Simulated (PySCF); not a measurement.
Input of an EPR job (settings, then geometry in Å):

```
{"job": {"kind": "epr", "basis": "pcH-1"}, "charge": 0, "multiplicity": 2}
C     -1.453211    -1.328300    -0.252311
C     -1.038357    -0.056507    -0.286129
C     -1.972163     1.110584    -0.440448
O      0.240017     0.375616    -0.188928
C      1.307923    -0.440075    -0.086930
C      2.637679     0.209102    -0.042401
H     -2.497849    -1.554785    -0.340378
H     -0.791157    -2.164241    -0.127740
H     -3.003776     0.775305    -0.443511
H     -1.764074     1.634935    -1.372456
H     -1.824677     1.813810     0.377553
H      1.202049    -1.499980    -0.229867
H      3.269352    -0.256515     0.715646
H      3.165268     0.124615    -0.999431
H      2.518561     1.264425     0.189763
```

Method used: UKS B3LYP, pcH-1 on C H O, non-relativistic, mean-field spin-orbit, GIAO (PySCF 2.14.0). Geometry: GFN2-xTB, one conformer, isolated molecule. The geometry wasn't refined by DFT: couplings that depend on bond lengths, twists or pyramidal angles can differ widely from those at the functional's own minimum.

Output of the driver script. The program numbers atoms from 0.

```
UKS, coarse grid
  cycle   1  E = -271.03696792  |g| = 4.28e-01
  cycle   2  E = -270.99406478  |g| = 5.48e-01
  cycle   3  E = -271.11406021  |g| = 7.88e-02
  cycle   4  E = -271.11597924  |g| = 3.16e-02
  cycle   5  E = -271.11637772  |g| = 1.12e-02
  cycle   6  E = -271.11643150  |g| = 4.72e-03
  cycle   7  E = -271.11644466  |g| = 1.33e-03
  cycle   8  E = -271.11644574  |g| = 6.72e-04
UKS, final grid
  cycle   1  E = -271.11645354  |g| = 8.34e-04
  cycle   2  E = -271.11645328  |g| = 1.15e-03
  cycle   3  E = -271.11645388  |g| = 1.06e-04
  cycle   4  E = -271.11645389  |g| = 4.75e-05
  cycle   5  E = -271.11645390  |g| = 4.03e-05
  cycle   6  E = -271.11645390  |g| = 1.23e-05
E = -271.11645390 Eh   <S^2> = 0.7546 (exact 0.7500)
g shifts (ppm)      1          2          3
  rmc          -172       -172       -172
  gc             -5         41         32
  oz_so         -28        682       1464
  total        -204        551       1324
hyperfine (MHz)  atom isotope    a_iso     a_fc   dipolar eigenvalues
    0   13C       6.02       6.02     -7.51     -5.48     12.99
    1   13C      -4.37      -4.37     -2.96     -0.06      3.01
    2   13C      -0.84      -0.84     -0.48     -0.15      0.63
    3   17O     -12.29     -12.29    -42.44     19.92     22.52
    4   13C     100.52     100.52    -78.88    -76.67    155.55
    5   13C     -30.50     -30.50     -2.00     -0.03      2.03
    6    1H      -6.13      -6.13     -4.45     -0.72      5.18
    7    1H      -6.27      -6.27     -2.09     -0.21      2.30
    8    1H      -0.88      -0.88     -0.97     -0.81      1.78
    9    1H       0.25       0.25     -1.54     -1.25      2.79
   10    1H      -0.23      -0.23     -1.53     -1.39      2.92
   11    1H     -59.54     -59.54    -36.27      0.14     36.14
   12    1H      69.19      69.19     -4.80     -4.44      9.24
   13    1H     123.09     123.09     -4.82     -3.14      7.97
   14    1H       8.05       8.05     -4.60     -3.85      8.45
```

|g| in the SCF lines is the orbital gradient. In the g block, columns 1 to 3 are the principal axes in rising order; rmc is the relativistic mass correction, gc the gauge correction and oz_so the orbital-Zeeman/spin–orbit term. a_fc is the Fermi-contact part of a_iso, here all of it, since this run has no spin–orbit term in the hyperfine coupling.

Q: Is the state sound, as far as the log shows?

A: The SCF converged after 14 cycles in all, 8 of them on the coarse grid; no stability test was run. The unrestricted determinant has ⟨S²⟩ = 0.7546 (exact 0.7500), so spin contamination is small.

Q: What are the principal g values and g_iso?

A: Adding the total shifts to 2.002319 gives 2.00212, 2.00287, 2.00364; their mean shift is 557 ppm, so g_iso = 2.00288.

Q: Which couplings shape the isotropic spectrum at natural abundance (0.05 mT or more)? Keep the log's numbering.

A: atoms 12, 13, 14 (1H, I = 1/2): mean 66.8 MHz = 2.38 mT in magnitude, a 1:3:3:1 quartet; atom 11 (1H, I = 1/2): -59.5 MHz = 2.12 mT in magnitude, a 1:1 doublet; atom 7 (1H, I = 1/2): -6.3 MHz = 0.22 mT in magnitude, a 1:1 doublet; atom 6 (1H, I = 1/2): -6.1 MHz = 0.22 mT in magnitude, a 1:1 doublet. Together 32 lines to first order. Class means assume fast exchange of nuclei equivalent by connectivity; if that motion is slow, each nucleus keeps its own coupling. The three 1H nuclei of mean +66.8 MHz run from 8.0 to 123.1 MHz in the frozen geometry.

Q: What are the principal values of the full tensor of atom 4 (13C)?

A: a_iso plus each dipolar eigenvalue: 21.64, 23.85, 256.07 MHz.

The species is `C=C(C)O[CH]C` [radical]. The run used 240 basis functions and 5 iterations of the response equations.

Shape of the structure used: `[CH2:1]=[C:2]([CH3:3])[O:4][CH:5][CH3:6]`: C1–C2–O4–C5 2°, C2–O4–C5–C6 178°.
Labels such as C1 count atoms from 1, the log's own numbers from 0.
